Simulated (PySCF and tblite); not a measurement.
Values are calculated unless marked as measured or tabulated.
C₃H₈O, numbered as in [CH3:1][CH2:2][O:3][CH3:4].

Conformers came from 90 starts (ETKDG and KDG, MMFF94s, GFN2-xTB); geometries are PBE0-D3(BJ)/def2-SVP. Free energies are PBE0-D3(BJ)/def2-TZVP single points with GFN2-xTB rigid-rotor and vibrational terms (modes under about 100 cm⁻¹ blended into free rotors). Symmetry numbers and mirror images are counted. Conformers within 4 kcal/mol (GFN2-xTB free energy) were kept, 5 at most. GIAO shieldings: PBE0/pcSseg-1. Shifts are against TMS (¹H), TMS (¹³C) at the same level. (PySCF 2.14, tblite 0.8.)

Torsions listed: C1–C2–O3–C4. Of a mirror pair one member is shown.

| conformer | shape | symmetry | E(GFN2) kcal/mol | E(DFT) kcal/mol |
| --- | --- | --- | --- | --- |
| 1 | 180° | Cs | 0.03 | 0.00 |
| 2 | 73° | C1 (pair) | 0.00 | 1.29 |

Q: How much do the weights at 298.15 K and the averaged shift of H2 depend on how the conformers are weighted?

A: 
| weighting | 1 (%) | 2 (%) | δ (ppm) | rms dipole (D) |
| --- | --- | --- | --- | --- |
| DFT energy with thermal terms, symmetry and mirror images (full scheme) | 86 | 14 | 3.13 | 1.09 |
| DFT energy with symmetry and mirror images | 82 | 18 | 3.15 | 1.09 |
| bare DFT energy | 90 | 10 | 3.12 | 1.08 |
| GFN2-xTB energy with symmetry and mirror images | 32 | 68 | 3.30 | 1.16 |
| GFN2-xTB free energy | 40 | 60 | 3.28 | 1.15 |
| leading conformer alone | 100 | 0 | 3.09 | 1.07 |
| equal weights | 50 | 50 | 3.25 | 1.14 |

The largest departure from the full scheme, 0.17 ppm, comes with: GFN2-xTB energy with symmetry and mirror images.
